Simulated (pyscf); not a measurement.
**1,1-elimination: Cl–GeH₂–Cl (SMILES [Cl][GeH2][Cl]) -> Cl–Ge:–Cl (SMILES [Cl][Ge][Cl]) [singlet] + H₂ (SMILES [H][H])**

Gas phase, singlet surface, charge 0. Bonds broken: Ge2–H4, Ge2–H5. Bonds formed: H4–H5. Optimised with ωB97X-D3(BJ)/def2-SVP in PySCF.

Transition state (Å):

```xyz
5

Cl     0.7484     1.5056    -0.4714
Ge     0.2814    -0.3246     0.5505
Cl     1.1460    -0.2831     2.5159
H      0.3828    -1.6356    -0.2481
H      1.6152    -1.2117    -0.1583
```

One imaginary mode, 1550i cm⁻¹; descent along it reached the two sides named.

```tsv
bond	change	reactant side (Å)	saddle	product side
Ge2–H4	breaks	1.526	1.538	3.0
Ge2–H5	breaks	1.526	1.752	2.9
H4–H5	forms	2.581	1.306	0.762
```

Electronic energies relative to the reactant's lowest minimum found (kcal/mol):

```csv
level,barrier,reaction energy,reverse barrier
ωB97X-D3(BJ)/def2-TZVP,72.5,+17.2,55.3
PBE/def2-TZVP,59.6,+9.8,49.8
r²SCAN/def2-TZVP,64.3,+15.4,48.9
B3LYP-D3(BJ)/def2-TZVP,65.7,+9.8,55.9
PBE0-D3(BJ)/def2-TZVP,66.2,+16.4,49.9
M06-2X/def2-TZVP,70.5,+15.3,55.2
ωB97M-D3(BJ)/def2-TZVP,69.2,+13.4,55.8
HF/def2-TZVP,86.4,+19.7,66.7
```

With ωB97M-D3(BJ)/def2-TZVP energies and thermal terms (ideal gas, 1 atm, RRHO with modes under 100 cm⁻¹ raised to 100, one conformer, R ln 2 for chiral ones without a mode under 150 cm⁻¹), in kcal/mol:

```json
[
 {"T (K)": "298", "ΔH‡": "66.6", "ΔG‡": "66.1", "ΔH": "+10.8", "ΔG": "+1.9"},
 {"T (K)": "600", "ΔH‡": "66.4", "ΔG‡": "65.7", "ΔH": "+11.4", "ΔG": "-7.4"},
 {"T (K)": "900", "ΔH‡": "66.2", "ΔG‡": "65.4", "ΔH": "+11.2", "ΔG": "-16.8"},
 {"T (K)": "1200", "ΔH‡": "65.8", "ΔG‡": "65.1", "ΔH": "+10.6", "ΔG": "-26.1"}
]
```

The same reactants have a lower exit, to HCl + Cl–GeH: [singlet] (barrier +56.5 kcal/mol at ωB97M-D3(BJ)/def2-TZVP, against +69.2 kcal/mol here). This is the saddle that the search found; another between the same sides may lie lower. Elements up to Kr have no core potential and no relativistic terms here.
